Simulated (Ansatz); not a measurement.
Molecular dynamics, step by step

CH₆FSi (charge -1), singlet, r2SCAN-D4/STO-3G (Ansatz 0.2.0). Settings (timestep in fs, temperature in K; T counts 21 degrees of freedom):

```yaml
hamiltonian: {xc: r2scan, dispersion: d4}
md: {n_steps: 80, timestep: 0.5, temperature: 200, ensemble: nve, seed: 181, initial_velocities: maxwell_boltzmann}
```

Start:

```xyz
9
angstrom
F 1.0942 0.0744 -1.6153
C 0.5299 -0.1678 0.9620
Si -0.3969 0.1223 -0.6903
H 1.6127 -0.2655 0.8455
H 0.1387 -1.0734 1.4391
H 0.3172 0.6629 1.6442
H -0.6172 1.5400 -1.1872
H -1.7884 0.1762 0.0942
H -0.8902 -1.0690 -1.4922
```

```
step  time (fs)  potential energy less the start (meV)  kinetic energy (meV)  T (K)
   0       0.00                                    0.0                 181.0    200
   5       2.50                                    1.1                 180.4    199
  10       5.00                                   25.2                 155.8    172
  15       7.50                                   93.1                  89.0     98
  20      10.00                                   -5.2                 185.7    205
  25      12.50                                   40.5                 141.4    156
  30      15.00                                    6.1                 175.1    194
  35      17.50                                  -29.5                 211.0    233
  40      20.00                                  -37.5                 218.4    241
  45      22.50                                   39.8                 142.1    157
  50      25.00                                    7.0                 173.9    192
  55      27.50                                   64.8                 116.9    129
  60      30.00                                   43.3                 138.0    152
  65      32.50                                   18.1                 163.3    180
  70      35.00                                    0.9                 180.1    199
  75      37.50                                   34.1                 147.5    163
  80      40.00                                    7.0                 173.9    192
```

Step 20, positions (Å) and forces (eV/Å):

```tsv
atom	x	y	z	Fx	Fy	Fz
F1	1.088	0.092	-1.607	0.004	-0.428	0.363
C2	0.516	-0.161	0.981	1.038	-0.540	0.280
Si3	-0.397	0.111	-0.704	-0.653	0.563	-0.563
H4	1.563	-0.404	0.766	0.358	-0.064	0.109
H5	0.143	-1.024	1.550	-0.250	-0.006	-0.065
H6	0.566	0.665	1.705	-0.361	0.233	-0.254
H7	-0.600	1.493	-1.231	-0.179	0.236	-0.073
H8	-1.699	0.224	0.044	-0.199	-0.184	0.052
H9	-0.923	-1.081	-1.480	0.243	0.192	0.151
```

Step 30, positions (Å) and forces (eV/Å):

| atom | x | y | z | Fx | Fy | Fz |
| --- | --- | --- | --- | --- | --- | --- |
| F1 | 1.084 | 0.094 | -1.596 | 0.116 | -0.180 | 0.141 |
| C2 | 0.544 | -0.173 | 0.999 | 0.223 | -0.447 | -0.399 |
| Si3 | -0.400 | 0.115 | -0.722 | -1.617 | 0.610 | 0.915 |
| H4 | 1.584 | -0.487 | 0.763 | -0.281 | 0.207 | 0.571 |
| H5 | 0.078 | -0.964 | 1.614 | 0.120 | -0.077 | -0.336 |
| H6 | 0.568 | 0.695 | 1.675 | 0.203 | 0.186 | -0.332 |
| H7 | -0.661 | 1.515 | -1.254 | 0.075 | -0.325 | -0.001 |
| H8 | -1.775 | 0.205 | 0.085 | 1.009 | -0.188 | -0.605 |
| H9 | -0.901 | -1.099 | -1.465 | 0.152 | 0.213 | 0.047 |

Step 40, positions (Å) and forces (eV/Å):

```json
{"atom": "F1", "x": "1.081", "y": "0.094", "z": "-1.582", "Fx": "0.221", "Fy": "0.150", "Fz": "-0.027"}
{"atom": "C2", "x": "0.573", "y": "-0.191", "z": "1.010", "Fx": "-0.837", "Fy": "0.713", "Fz": "-0.829"}
{"atom": "Si3", "x": "-0.414", "y": "0.124", "z": "-0.733", "Fx": "1.066", "Fy": "-0.174", "Fz": "0.589"}
{"atom": "H4", "x": "1.597", "y": "-0.537", "z": "0.868", "Fx": "0.327", "Fy": "-0.075", "Fz": "0.093"}
{"atom": "H5", "x": "0.033", "y": "-0.925", "z": "1.620", "Fx": "0.083", "Fy": "-0.008", "Fz": "0.173"}
{"atom": "H6", "x": "0.603", "y": "0.762", "z": "1.572", "Fx": "0.094", "Fy": "-0.420", "Fz": "0.025"}
{"atom": "H7", "x": "-0.710", "y": "1.484", "z": "-1.283", "Fx": "0.024", "Fy": "0.090", "Fz": "-0.184"}
{"atom": "H8", "x": "-1.671", "y": "0.148", "z": "0.019", "Fx": "-0.707", "Fy": "0.105", "Fz": "0.586"}
{"atom": "H9", "x": "-0.851", "y": "-1.083", "z": "-1.451", "Fx": "-0.271", "Fy": "-0.382", "Fz": "-0.427"}
```

Last step (80):

F1  (1.097, 0.119, -1.541)
C2  (0.586, -0.191, 0.978)
Si3  (-0.424, 0.104, -0.738)
H4  (1.523, -0.729, 0.854)
H5  (-0.029, -0.754, 1.694)
H6  (0.851, 0.796, 1.434)
H7  (-0.825, 1.354, -1.475)
H8  (-1.627, 0.253, 0.143)
H9  (-1.074, -0.989, -1.577)
(Å)

The run took about 42 s on 4 CPU threads of an Arm Neoverse V1 (shared host).
